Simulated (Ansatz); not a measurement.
**C5H12S: one species, many methods**

The task here is to estimate one member of a computed series from the others.

The runs use Ansatz 0.2.0, Gaussian basis; functionals in def2-TZVPP, the program's frozen cores in correlated methods.

The runs, in order: LDA (SPW92), PBE-D4, revPBE-D4, BLYP-D4, r2SCAN-D4, B97M-V, PBE0-D4, B3LYP-D4, r2SCANh-D4, r2SCAN0-D4, HSE06-D4, BHLYP-D4, CAM-B3LYP-D4, LC-ωPBE, ωB97X-V, ωB97M-V, B2PLYP, PBE-QIDH; CCSD(T)/def2-SVP; CCSD(T)/def2-TZVPP; MP2/def2-QZVPP; extrapolation to the limit; RPA on PBE.

## The relaxed structure

All runs share one geometry, relaxed beforehand with PBE0-D4 in a triple-zeta def2 set.

18 atoms, charge 0, spin multiplicity 1.

Atoms are counted from 1 here; the program's logs count them from 0.

Bond lengths: C1–C2 1.517 Å, C1–H7 1.092 Å, C1–H8 1.092 Å, C1–H9 1.092 Å, C2–C3 1.532 Å, C2–H10 1.098 Å, C2–H11 1.094 Å, C3–C4 1.524 Å, C3–C5 1.521 Å, C3–S6 1.837 Å, C4–H12 1.092 Å, C4–H13 1.094 Å, C4–H14 1.093 Å, C5–H15 1.091 Å, C5–H16 1.091 Å, C5–H17 1.095 Å, S6–H18 1.342 Å. Angles: C2–C1–H7 111.2°, C2–C1–H8 110.3°, C2–C1–H9 112.2°, H7–C1–H8 107.3°, H7–C1–H9 108.3°, H8–C1–H9 107.3°, C1–C2–C3 116.5°, C1–C2–H10 109.2°, C1–C2–H11 109.3°, C3–C2–H10 106.9°, C3–C2–H11 108.0°, H10–C2–H11 106.5°, C2–C3–C4 108.9°, C2–C3–C5 111.9°, C2–C3–S6 111.3°, C4–C3–C5 109.8°, C4–C3–S6 104.6°, C5–C3–S6 110.0° and more.

Geometry (Å):

```tsv
atom	x (Å)	y (Å)	z (Å)
C1	-0.4311	0.7324	-1.8731
C2	0.4917	-0.0685	-0.9743
C3	-0.0116	-0.3502	0.4451
C4	1.0211	-1.2015	1.1749
C5	-0.2661	0.9321	1.2230
S6	-1.5298	-1.3833	0.4216
H7	-1.3741	0.2074	-2.0409
H8	0.0325	0.8889	-2.8494
H9	-0.6563	1.7180	-1.4591
H10	1.4483	0.4610	-0.8742
H11	0.7164	-1.0282	-1.4493
H12	0.7008	-1.4232	2.1948
H13	1.9715	-0.6625	1.2225
H14	1.1947	-2.1464	0.6544
H15	-1.0468	1.5403	0.7630
H16	-0.5754	0.7066	2.2447
H17	0.6494	1.5322	1.2623
H18	-2.3726	-0.4436	-0.0342
```

The first run:

in.yaml

```yaml
crystal:
  periodic: [false, false, false]
  atoms:
    - {symbol: C, position_ang: [-0.431094, 0.732408, -1.873075]}
    - {symbol: C, position_ang: [0.491674, -0.068479, -0.974315]}
    - {symbol: C, position_ang: [-0.011598, -0.350237, 0.445071]}
    - {symbol: C, position_ang: [1.021144, -1.201451, 1.174881]}
    - {symbol: C, position_ang: [-0.266099, 0.932084, 1.222975]}
    - {symbol: S, position_ang: [-1.529830, -1.383345, 0.421637]}
    - {symbol: H, position_ang: [-1.374101, 0.207372, -2.040854]}
    - {symbol: H, position_ang: [0.032506, 0.888858, -2.849360]}
    - {symbol: H, position_ang: [-0.656342, 1.717983, -1.459129]}
    - {symbol: H, position_ang: [1.448254, 0.460997, -0.874249]}
    - {symbol: H, position_ang: [0.716418, -1.028221, -1.449263]}
    - {symbol: H, position_ang: [0.700753, -1.423170, 2.194814]}
    - {symbol: H, position_ang: [1.971523, -0.662540, 1.222517]}
    - {symbol: H, position_ang: [1.194671, -2.146410, 0.654416]}
    - {symbol: H, position_ang: [-1.046809, 1.540295, 0.762991]}
    - {symbol: H, position_ang: [-0.575428, 0.706645, 2.244668]}
    - {symbol: H, position_ang: [0.649395, 1.532212, 1.262346]}
    - {symbol: H, position_ang: [-2.372638, -0.443599, -0.034168]}
basis:
  gaussian: {orbitals: def2-TZVPP}
hamiltonian: {xc: lda}
output: {orbitals: {seedname: orbitals}}
```

Run with:

```bash
$ ansatz run in.yaml --threads 2 --pin off --events-out ev --progress --plain --max-ram 31744MiB --backend cuda --devices 0, --max-vram 18GiB
```

Among the steps run: LDA; PBE-D4 (GGA); revPBE-D4 (GGA); BLYP-D4 (GGA); r2SCAN-D4 (meta-GGA); B97M-V (meta-GGA); PBE0-D4 (hybrid); B3LYP-D4 (hybrid); r2SCANh-D4 (hybrid); r2SCAN0-D4 (hybrid); HSE06-D4 (hybrid); BHLYP-D4 (hybrid); CAM-B3LYP-D4 (range-separated); LC-ωPBE (range-separated); ωB97X-V (range-separated); ωB97M-V (range-separated); B2PLYP (double hybrid); PBE-QIDH (double hybrid).

One table of the session follows, with a row left open; its other results are not shown here.

It belongs to the step «Orbital energies across the functionals». 

```
  functional  HOMO (eV)  LUMO (eV)  gap (eV)
 LDA (SPW92)      -5.60      -0.56      5.04
      PBE-D4      -5.47      -0.32      5.15
   revPBE-D4      -5.41      -0.21      5.20
     BLYP-D4      -5.32      -0.23      5.09
   r2SCAN-D4      -5.72       0.02      5.73
      B97M-V      -5.85      -0.16      5.69
     PBE0-D4      -6.70       0.62      7.32
    B3LYP-D4      -6.47       0.34      6.81
  r2SCANh-D4      -6.18       0.36      6.54
  r2SCAN0-D4          ?          ?         ?
    HSE06-D4      -6.30       0.24      6.54
    BHLYP-D4      -7.81       1.42      9.23
CAM-B3LYP-D4      -8.06       1.55      9.61
     LC-ωPBE      -9.48       2.82     12.30
     ωB97X-V      -9.12       2.60     11.72
     ωB97M-V      -8.97       2.27     11.24
```

**Question.** Estimate the row for r2SCAN0-D4.

Worked estimate for «HOMO (eV)». Against the share of exact exchange, r2SCAN-D4 (0, -5.72), r2SCANh-D4 (0.1, -6.18) give a slope of -4.60 per unit share; at 0.25 the line stands at -6.87.

As computed: HOMO (eV): -6.87; LUMO (eV): 0.85; gap (eV): 7.72. In «HOMO (eV)» the line misses by 0.00.
